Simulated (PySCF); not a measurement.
**Question.** Write Cartesian coordinates for InChI=1S/C2H7PS/c1-3(2)4/h3H,1-2H3 as optimised with PBE0-D3(BJ)/def2-SVP.

**Answer.** 
```
atom  x, y, z in Å
C1    -1.3823    0.3598    0.3926
P2     0.3379    0.6666   -0.1219
C3     1.0684   -0.9895   -0.3214
S4     1.3429    1.8869    1.0069
H5    -1.8986   -0.3123   -0.3093
H6    -1.9047    1.3249    0.4453
H7    -1.3670   -0.0837    1.3988
H8     0.1636    1.0720   -1.4794
H9     2.0868   -0.8754   -0.7175
H10    1.1304   -1.4592    0.6709
H11    0.4694   -1.6166   -0.9992
```

Orientation and origin are arbitrary. Atoms count from 1 in this order. P2 (phosphorus bonded to 2 C, S and H) is distorted tetrahedral (angles from 101.6° to 115.9°).

Bonds between heavy atoms (Å): C1–P2 1.822, P2–C3 1.821, P2=S4 1.943.

Method: PySCF 2.14.0, PBE0-D3(BJ)/def2-SVP geometry optimisation, gas phase.

Point group: Cs (tolerance 0.08 Å). Stationary, but not proved a minimum.
